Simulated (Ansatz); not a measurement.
A made-up structure of SiH3O (charge -1), closed shell:

```xyz
5
angstrom
O 0.2615 -0.6409 0.8912
Si 0.1511 0.2033 -0.6476
H 1.0304 -1.2048 0.8277
H -1.3571 -0.0026 -0.9422
H -0.1099 -0.2218 1.6832
```

It is relaxed with PBE-D4/def2-SVPD and then PBE0-D4/def2-TZVPD (Ansatz 0.2.0). Atoms count as bonded within 1.22 times the sum of their covalent radii (H–H: 0.88 Å). The end point is not checked to be a true minimum.

Does its bonding change? (Judge from chemistry; the calculation decides.)

Computed: Yes. Formed: Si2–H3; broken: O1–H3.

Where it ends: The first stage lowers the energy by 4.21 eV in 26 steps. It ends as SiH₃O ([OH][SiH2]), total charge -1:
```csv
atom,x (Å),y (Å),z (Å)
O1,-0.1950,-0.5536,1.4600
Si2,0.2512,0.0413,-0.1336
H3,0.9064,-1.2409,-0.7084
H4,-1.0773,-0.2285,-0.8859
H5,0.0908,0.1149,2.0802
```

Labels in which every atom is bracketed show which atoms are joined, not bond orders.

For scale, one of the runs: PBE0-D4/def2-TZVPD relaxation, 110 basis functions, launched by `ansatz run in.yaml --threads 2 --pin off --events-out ev --progress --plain --max-ram 4352MiB`. The run took about 9 s on 2 CPU threads of an Arm Neoverse V2 (shared host).
